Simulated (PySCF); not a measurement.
Species: acetyl chloride, C₂H₃ClO.
Z-matrix (Å and degrees, PBE0-D3(BJ)/def2-SVP geometry), rows numbered from 1:
```
C 
C   1  1.4946
O   2  1.1818  1  127.72
Cl  2  1.7961  1  111.59  3   179.99
H   1  1.0969  2  109.46  3    -0.14
H   1  1.0996  2  109.48  3  -121.47
H   1  1.0996  2  109.49  3   121.20
```

Method: core-valence-separated Tamm–Dancoff BHandHLYP/aug-pcX-1 (pcseg-1 on H, def2-SVPD on Cl) in PySCF, non-relativistic, gas phase, PBE0-D3(BJ)/def2-SVP geometry. Absolute energies from this functional tend to lie a few eV below measured edges; no shift was applied.

Question: List the oxygen K-edge absorption lines.

Answer: 
```csv
E (eV),f,core hole on,main final orbital,polarisation
529.09,0.0504,O3,LUMO (92 %),normal to the local trigonal plane
533.96,0.0128,O3,spread,in the local trigonal plane
534.71,0.0021,O3,LUMO+4 (57 %),in the local trigonal plane
535.63,0.0023,O3,LUMO+2 (40 %),in the local trigonal plane
535.89,0.0034,O3,"LUMO+3/LUMO+5 (2 roots, f summed)",mixed
536.68,0.0019,O3,LUMO+6 (64 %),in the local trigonal plane
```

The first line with a tenth or more of the strongest one's intensity is at 529.09 eV (f = 0.050), with the hole on O3 (carbonyl oxygen), polarised normal to the local trigonal plane: a 1s→π* resonance. It is also the strongest listed.

Question: What does the C 1s absorption edge look like?

Answer: 
```json
{"E (eV)": "284.59", "f": "0.0838", "core hole on": "C2", "main final orbital": "LUMO (92 %)", "polarisation": "normal to the local trigonal plane"}
{"E (eV)": "285.03", "f": "0.0003", "core hole on": "C1", "main final orbital": "LUMO (98 %)", "polarisation": "–"}
{"E (eV)": "286.23", "f": "0.0133", "core hole on": "C1", "main final orbital": "LUMO+1 (61 %)", "polarisation": "–"}
{"E (eV)": "286.49", "f": "0.0162", "core hole on": "C1", "main final orbital": "LUMO+3 (49 %)", "polarisation": "–"}
{"E (eV)": "287.13", "f": "0.0755", "core hole on": "C1", "main final orbital": "spread (2 roots, f summed)", "polarisation": "–"}
{"E (eV)": "287.58", "f": "0.0658", "core hole on": "C2", "main final orbital": "LUMO+3 (34 %)", "polarisation": "in the local trigonal plane"}
{"E (eV)": "287.92", "f": "0.0013", "core hole on": "C1", "main final orbital": "LUMO+2 (44 %)", "polarisation": "–"}
{"E (eV)": "288.70", "f": "0.0059", "core hole on": "C1", "main final orbital": "LUMO+5 (34 %)", "polarisation": "–"}
{"E (eV)": "288.73", "f": "0.0040", "core hole on": "C1", "main final orbital": "spread", "polarisation": "–"}
{"E (eV)": "289.27", "f": "0.0021", "core hole on": "C1", "main final orbital": "LUMO+6 (60 %)", "polarisation": "–"}
```

The first line with a tenth or more of the strongest one's intensity is at 284.59 eV (f = 0.084), with the hole on C2 (acyl halide carbon), polarised normal to the local trigonal plane: a 1s→π* resonance. It is also the strongest listed.

Roots within 0.03 eV whose holes lie on the same, on equivalent or on shared atoms are summed into one line, and the highest roots are left out, as the search may have cut off their partners. Final orbitals are the ground state's empty Kohn–Sham orbitals. A dash: too weak, shared between unlike atoms, or no plane or axis to refer to.

Question: What are the wavelength and the wavenumber of the 533.96 eV line?

Answer: λ = 12398.42 eV Å/533.96 eV = 23.220 Å; 4.3067 × 10⁶ cm⁻¹.

The list ends where the root search ended, not at a threshold.
